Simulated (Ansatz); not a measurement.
# C2H2F (SMILES C=[C]F) at 6 levels

We compute a comparison of 6 runs (U-wB97X/STO-3G, UBLYP/STO-3G, UPBE/STO-3G, UPBE0/STO-3G, RPA@PBE/STO-3G, UCCSDTQ/STO-3G) of C2H2F. 

The calculation is run with Ansatz 0.2.0.

52 further runs of the same task are left out: 1 that didn't finish, 51 set aside as unsound or not needed.

## 1. The system as given

C2H2F has 5 atoms, charge 0, and is taken as a doublet. As SMILES, `C=[C]F`. The C2–C1 distance was set to 2.618 Å, away from the relaxed value. At this shape a bond of the SMILES string is far longer than usual.

Bond lengths: C2–F3 1.302 Å, C1–H4 1.087 Å, C1–H5 1.080 Å. Angles: H4–C1–H5 119.4°. A long bond or contact: C1–C2 2.618 Å.

## 2. A single-point energy at U-wB97X/STO-3G (run 1)

Input file job.yaml:

```yaml
crystal:
  periodic: [false, false, false]
  atoms:
    - symbol: C
      position_ang: [1.569091, -0.794495, -0.430296]
    - symbol: C
      position_ang: [-0.592700, 0.393700, 0.447100]
    - symbol: F
      position_ang: [-1.725600, 0.629500, -0.148900]
    - symbol: H
      position_ang: [1.615591, -1.184495, -1.444096]
    - symbol: H
      position_ang: [2.426091, -0.900295, 0.218804]
basis:
  gaussian: {orbitals: STO-3G}
hamiltonian: {xc: {name: wB97X}}
accuracy: high
magnetization: {spin_polarized: true, initial_magnetization: 1}
```

On the command line:

```sh
$ ansatz run job.yaml --threads 1 --pin off --max-ram 2610MiB --events-out events.jsonl --progress --plain --runs-dir runs
```

Standard output:

```text
Warning: RAYON_NUM_THREADS=1 ignored (pool sized by the plan → 1); use --threads N
Functional definition: wB97X
  name "wB97X"
  parameter omega = 0.3/bohr
  parameter cx = 0.157706
  parameter cx1 = 0.726479
  parameter cx2 = 1.04760
  parameter cx3 = -5.70635
  parameter cx4 = 13.2794
  parameter css1 = -4.33879
  parameter css2 = 18.2308
  parameter css3 = -31.7430
  parameter css4 = 17.2901
  parameter cos1 = 2.37031
  parameter cos2 = -11.3995
  parameter cos3 = 6.58405
  parameter cos4 = -3.78132
  exchange = spin_sum(e_x_unif_sr(omega)*poly(b97_u_x, 1 - cx, cx1, cx2, cx3, cx4)) + cx*exact_x_sr(omega)
      + exact_x_lr(omega)
  correlation = spin_sum(e_c_pw_same_spin*poly(b97_u_same, 1, css1, css2, css3, css4))
      + integral(e_c_pw_opposite_spin*poly(b97_u_opposite, 1, cos1, cos2, cos3, cos4))
275 factors; integrals over basis functions are off by at most 4.1e-8 eV
145 factors; integrals over basis functions are off by at most 1.0e-9 eV
mean field evaluation 1: about -4741.6419 eV, gradient 1.6e1 eV
mean field evaluation 2: about -4710.7086 eV, gradient 4.5e1 eV
mean field evaluation 4: about -4746.8097 eV, gradient 3.9e0 eV
mean field evaluation 8: about -4746.8931 eV, gradient 2.2e0 eV
mean field evaluation 16: about -4748.4266 eV, gradient 2.8e-3 eV
mean field evaluation 32: about -4748.4266 eV, gradient 5.6e-3 eV
mean field evaluation 64: about -4745.4055 eV, gradient 3.0e-2 eV
mean field -4748.42659397 eV, -174.5014587294 hartree, gradient 1.5e-8 eV, S^2 1.603477; 4 other end points of the search recorded, 0 dependent functions left out
reference -4748.42659267 eV, -174.5014586815 hartree; 12, 11 occupied and 5, 6 virtual orbitals, 275 factors
Total energy: -4748.42659267 eV, -174.5014586815 hartree
```

It took 9.3 s on 1 thread of AMD EPYC 9R45 (Zen 5), shared host; peak memory 0.37 GiB.

## 3. The energy at UBLYP/STO-3G (run 2)

Input file input.yaml:

```yaml
crystal:
  periodic: [false, false, false]
  atoms:
    - symbol: C
      position_ang: [1.569091, -0.794495, -0.430296]
    - symbol: C
      position_ang: [-0.592700, 0.393700, 0.447100]
    - symbol: F
      position_ang: [-1.725600, 0.629500, -0.148900]
    - symbol: H
      position_ang: [1.615591, -1.184495, -1.444096]
    - symbol: H
      position_ang: [2.426091, -0.900295, 0.218804]
basis:
  gaussian:
    orbitals: STO-3G
total_charge: 0
magnetization:
  spin_polarized: true
  initial_magnetization: 1
hamiltonian:
  xc: {name: BLYP}
accuracy: high
```

On the command line:

```sh
$ ansatz run input.yaml --threads 1 --pin off --max-ram 2610MiB --events-out events.jsonl --progress --plain --runs-dir runs
```

Standard output:

```text
Warning: RAYON_NUM_THREADS=1 ignored (pool sized by the plan → 1); use --threads N
Functional definition: BLYP
  name "BLYP"
  parameter beta = 0.0042
  parameter a = 0.04918
  parameter b = 0.132
  parameter c = 0.2533
  parameter d = 0.349
  exchange = b88_x(beta = beta)
  correlation = lyp_c(a = a, b = b, c = c, d = d)
275 factors; integrals over basis functions are off by at most 4.1e-8 eV
mean field evaluation 1: about -4737.2371 eV, gradient 3.1e1 eV
mean field evaluation 2: about -4639.5749 eV, gradient 4.5e1 eV
mean field evaluation 4: about -4741.2017 eV, gradient 1.5e1 eV
mean field evaluation 8: about -4743.5818 eV, gradient 1.5e1 eV
mean field evaluation 16: about -4747.4030 eV, gradient 4.1e-4 eV
mean field evaluation 32: about -4746.8668 eV, gradient 5.7e0 eV
mean field evaluation 64: about -4747.1790 eV, gradient 6.8e-1 eV
mean field -4747.40299596 eV, -174.4638421963 hartree, gradient 6.1e-8 eV, S^2 1.270261; 7 other end points of the search recorded, 0 dependent functions left out
reference -4747.40302966 eV, -174.4638434348 hartree; 12, 11 occupied and 5, 6 virtual orbitals, 275 factors
Total energy: -4747.40302966 eV, -174.4638434348 hartree
```

Run time: 1.1 s. Hardware: 1 thread of AMD EPYC 9R45 (Zen 5), shared host.

Runs 3 to 5 aren't shown in full; the table further down has their settings and results.

## 4. The energy at UCCSDTQ/STO-3G (run 6)

Input file molecule.yaml:

```yaml
crystal:
  periodic: [false, false, false]
  atoms:
    - {symbol: C, position_ang: [1.569091, -0.794495, -0.430296]}
    - {symbol: C, position_ang: [-0.592700, 0.393700, 0.447100]}
    - {symbol: F, position_ang: [-1.725600, 0.629500, -0.148900]}
    - {symbol: H, position_ang: [1.615591, -1.184495, -1.444096]}
    - {symbol: H, position_ang: [2.426091, -0.900295, 0.218804]}
basis:
  gaussian: {orbitals: STO-3G}
scf: {omitted_lower_state_checks: [cluster_reference, increment]}
magnetization: {spin_polarized: true, initial_magnetization: 1}
accuracy: high
correlation: {method: ccsdtq, frozen_orbitals: {C: 1, F: 1, H: 0}}
```

On the command line:

```sh
$ ansatz run molecule.yaml --threads 1 --pin off --max-ram 2610MiB --events-out events.jsonl --progress --plain --runs-dir runs
```

Standard output:

```text
Warning: RAYON_NUM_THREADS=1 ignored (pool sized by the plan → 1); use --threads N
[... 18 lines left out ...]
3 core orbitals not correlated: weight in the atoms' cores, before any rotation towards them, 1.000 or more for the frozen orbitals, at most 0.000 for the correlated occupied ones
[... 124 lines left out ...]
Total energy: -4731.05567884 eV, -173.8630893727 hartree
Checks for a lower state left out: cluster_reference, increment
```

It took 99 s on 1 thread of AMD EPYC 9R45 (Zen 5), shared host; peak memory 0.57 GiB.

## 5. All runs side by side

| run | level | frozen core orbitals | energy (Eh) | ⟨S²⟩ | wall time |
| --- | --- | --- | --- | --- | --- |
| 1 | U-wB97X/STO-3G | – | -174.501459 | 1.603 | 9.3 s |
| 2 | UBLYP/STO-3G | – | -174.463843 | 1.270 | 1.1 s |
| 3 | UPBE/STO-3G | – | -174.325229 | 1.312 | 1.2 s |
| 4 | UPBE0/STO-3G | – | -174.353227 | 1.560 | 2.2 s |
| 5 | RPA@PBE/STO-3G | 3 | -173.926550 | 1.312 | 1.6 s |
| 6 | UCCSDTQ/STO-3G | 3 | -173.863089 | 1.718 | 99 s |

## 6. What came out

```
                                          quantity          value
                               run 6: total energy  -173.86309 Eh
run 6: correlation energy (3 core orbitals frozen)     -123.0 mEh
          run 6: ⟨S²⟩ of the reference determinant          1.718
                              run 6: T1 diagnostic          0.037
```

In words: Totals of different functionals can't be ranked against each other. In runs 1, 2, 3, 4, 5, 6 the basis is minimal, so the values are rough. Spin contamination of the reference: run 6 ⟨S²⟩ = 1.72, run 1 ⟨S²⟩ = 1.60, run 4 ⟨S²⟩ = 1.56, run 3 ⟨S²⟩ = 1.31, run 5 ⟨S²⟩ = 1.31, run 2 ⟨S²⟩ = 1.27. Where it is this large, the reference is a mixture of spin states, and values that rest on it are in doubt. All runs together took 1.9 min, the longest 99 s.
